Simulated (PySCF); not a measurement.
# Level sweep

Compound: 3-methoxy-1-propanol, C4H10O2.
InChI=1S/C4H10O2/c1-6-4-2-3-5/h5H,2-4H2,1H3

PySCF, dipoles from the SCF density, polarisabilities from static response with core orbitals frozen. Geometry: PBE0-D3(BJ)/def2-SVP, one conformer, isolated molecule.

The anisotropy is √(½[(α1 − α2)² + (α2 − α3)² + (α3 − α1)²]).

```json
{"level": "LDA/def2-SVPD", "μ (D)": "2.077", "α (au)": "66.02", "anisotropy (au)": "17.36"}
{"level": "PBE/def2-SVPD", "μ (D)": "1.984", "α (au)": "65.11", "anisotropy (au)": "17.19"}
{"level": "B3LYP/def2-SVPD", "μ (D)": "2.122", "α (au)": "62.59", "anisotropy (au)": "15.58"}
{"level": "PBE0/def2-SVPD", "μ (D)": "2.100", "α (au)": "61.87", "anisotropy (au)": "15.49"}
{"level": "BHandHLYP/def2-SVPD", "μ (D)": "2.238", "α (au)": "59.73", "anisotropy (au)": "14.17"}
{"level": "CAM-B3LYP/def2-SVPD", "μ (D)": "2.216", "α (au)": "61.47", "anisotropy (au)": "14.73"}
{"level": "wB97X-D/def2-SVPD", "μ (D)": "2.164", "α (au)": "61.28", "anisotropy (au)": "14.65"}
{"level": "LC-wPBE/def2-SVPD", "μ (D)": "2.236", "α (au)": "59.83", "anisotropy (au)": "14.13"}
{"level": "HF/def2-SVPD", "μ (D)": "2.330", "α (au)": "56.95", "anisotropy (au)": "12.50"}
{"level": "PBE0/6-31G*", "μ (D)": "1.981", "α (au)": "50.87", "anisotropy (au)": "12.07"}
{"level": "PBE0/6-31+G*", "μ (D)": "2.249", "α (au)": "57.18", "anisotropy (au)": "13.21"}
{"level": "PBE0/def2-SVP", "μ (D)": "1.981", "α (au)": "52.40", "anisotropy (au)": "12.08"}
{"level": "PBE0/aug-cc-pVDZ", "μ (D)": "2.004", "α (au)": "63.41", "anisotropy (au)": "16.37"}
{"level": "PBE0/def2-TZVP", "μ (D)": "1.962", "α (au)": "59.43", "anisotropy (au)": "14.29"}
```

The dipole runs from 1.96 D (PBE0/def2-TZVP) to 2.33 D (HF/def2-SVPD). No reference polarisability is at hand; against PBE0 in the largest diffuse basis at hand (aug-cc-pVDZ) the other PBE0 rows deviate by 6-31G* -20%, 6-31+G* -10%, def2-SVP -17%, def2-SVPD -2%, def2-TZVP -6%. In one basis (def2-SVPD) the functionals order the polarisability from HF (lowest) to LDA (highest), a spread of 16%. With PBE0 the polarisability is 54.23 au without diffuse functions (mean of 6-31G*, def2-SVP and def2-TZVP) and 60.82 au with them (mean of 6-31+G*, def2-SVPD and aug-cc-pVDZ).
